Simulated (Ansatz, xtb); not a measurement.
System: pyrrole, C4H5N (charge 0, singlet). SMILES: c1cc[nH]c1
Geometry from a B3LYP-D3(BJ)/def2-TZVP (Ansatz, a quantum-chemistry and plane-wave program) optimisation:
```
N
H 1 1.0036
C 1 1.3709 2 125.06
C 1 1.3709 2 125.06 3 180.00
C 4 1.3739 1 107.64 2 -180.00
C 3 1.3739 1 107.64 2 180.00
H 3 1.0761 1 121.31 2 0.00
H 4 1.0761 1 121.31 2 0.00
H 5 1.0770 4 125.75 8 0.00
H 6 1.0770 3 125.75 7 0.00
```

Harmonic wavenumbers from GFN2-xTB (xtb, at its own minimum), cm⁻¹: 530, 587, 615, 758, 772, 822, 829, 842, 843, 1052, 1073, 1099, 1135, 1211, 1223, 1409, 1431, 1455, 1557, 3155, 3157, 3166, 3176, 3480.

Q: Give the harmonic wavenumbers at B3LYP-D3(BJ)/def2-TZVP (Ansatz, finite differences of forces, unscaled).

A: 468, 629, 641, 684, 727, 824, 868, 882, 903, 1035, 1069, 1092, 1159, 1174, 1316, 1417, 1449, 1500, 1576, 3240, 3251, 3266, 3271, 3668 cm⁻¹. Zero-point energy 51.6 kcal/mol.

Q: From these and the geometry, give the ideal-gas thermochemistry at 298.15 K and 1 atm (rigid rotor, harmonic oscillator).

A: Point group C2v, rotational symmetry number 2. Rotational constants 9.18, 9.061, 4.56 GHz. S(trans) 38.53, S(rot) 22.88, S(vib) 3.15, S(elec, spin only) 0.00, S 64.6 cal/(mol K). H(298) - H(0) 3.09 kcal/mol; G - E(el) 35.5 kcal/mol.
